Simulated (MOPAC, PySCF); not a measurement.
H₄Si, SMILES `[SiH4]`, neutral singlet in the gas phase. 

Cartesian coordinates (Å):
```xyz
5

Si     0.0000     0.0000     0.0000
H     -0.2829    -0.9995    -1.0505
H     -0.6945     1.2635    -0.3226
H      1.4557     0.2422     0.0702
H     -0.4784    -0.5061     1.3030
```
Charge 0, multiplicity 1.

All levels are single points at this geometry (CAM-B3LYP-D3(BJ)/def2-TZVP); Pople sets use spherical d functions. Orbital energies aren't observables, and empty levels follow the basis.

TPSSh-D3(BJ)/def2-TZVP in PySCF gives dipole (D) = 0.00.

Question: Estimate the dipole (D) from each of these levels: CAM-B3LYP-D3(BJ)/def2-TZVP in PySCF; B3LYP/3-21G in PySCF; M06-2X/6-31G* in PySCF; HF/3-21G in PySCF; HF/STO-3G in PySCF; AM1 in MOPAC; PM3 in MOPAC; PM7 in MOPAC.

Answer: 
```json
[
 {"level": "CAM-B3LYP-D3(BJ)/def2-TZVP in PySCF", "dipole (D)": "0.00"},
 {"level": "B3LYP/3-21G in PySCF", "dipole (D)": "0.00"},
 {"level": "M06-2X/6-31G* in PySCF", "dipole (D)": "0.00"},
 {"level": "HF/3-21G in PySCF", "dipole (D)": "0.00"},
 {"level": "HF/STO-3G in PySCF", "dipole (D)": "0.00"},
 {"level": "AM1 in MOPAC", "dipole (D)": "0.00"},
 {"level": "PM3 in MOPAC", "dipole (D)": "0.00"},
 {"level": "PM7 in MOPAC", "dipole (D)": "0.00"}
]
```
